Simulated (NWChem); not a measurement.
System: tetrafluoroethylene (C2F4); SMILES FC(F)=C(F)F

The following NWChem deck was run.

```
start job
memory heap 200 mb stack 900 mb global 1100 mb
geometry units angstroms noautoz
  F      1.095496    -1.380695     0.000000
  C      0.000000    -0.664676     0.000000
  F     -1.095496    -1.380695     0.000000
  C      0.000000     0.664676     0.000000
  F     -1.095496     1.380695     0.000000
  F      1.095496     1.380695     0.000000
end
basis spherical
  * library def2-tzvp
end
dft
  xc b3lyp
  iterations 150
  semidirect filesize 400000000
  mulliken
end
task dft energy
```

Coordinates come from a PBE0/def2-SVP optimisation.

### Question
What results follow from this input? (B3LYP/def2-TZVP.) Quantities: basis functions; energy (Ha); highest occupied level (eV); orbital gap (eV).

### Answer
number of basis functions: 186
energy (Ha): -475.73
highest occupied level (eV): -7.28
orbital gap (eV): 7.76
